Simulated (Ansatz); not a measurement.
For fluorite CeO₂, PBEsol (plane waves, PAW; Ansatz, an electronic-structure program) gives:

band gap at the measured cell: 1.96 eV
elastic constant C11: 358 GPa
elastic constant C44: 59.2 GPa
Voigt–Reuss–Hill shear modulus: 80.1 GPa

Task: What does Hartree–Fock in Ansatz (plane waves, PAW) give for the same quantities?

Result: 
- band gap at the measured cell: 14.02 eV (rises by 12.06 eV)
- elastic constant C11: 467 GPa (goes up by 30 %)
- elastic constant C44: 78.6 GPa (grows by 33 %)
- Voigt–Reuss–Hill shear modulus: 110 GPa (grows by 37 %)

For comparison: band gap 3 eV (measured, temperature not stated, no zero-point or thermal correction, O 2p to Ce 4f, our sources range from 3.00 to 3.20; as tabulated in Tran et al. (2019), arXiv:1908.01820); elastic constant C11 403 GPa (measured, temperature not stated, no zero-point or thermal correction; as tabulated in Atomistic and experimental study on thermal conductivity of bulk and porous …); elastic constant C44 60 GPa (measured, temperature not stated, no zero-point or thermal correction; as tabulated in Atomistic and experimental study on thermal conductivity of bulk and porous …).

Changes are worked out from the printed values.

Unless a cell is named, each level is at its own relaxed cell.

Levels without +SOC have no spin–orbit coupling; where heavier elements are present it shifts gaps, mostly down, and can invert bands. Density-functional gaps are differences of (generalised) Kohn–Sham levels.

The crystal itself was run without spin with PBEsol, Hartree–Fock; a magnetic state was not tried in these runs.

Ansatz's density-functional and Hartree–Fock values are scalar-relativistic unless marked +SOC, with PAW data made under PBE.
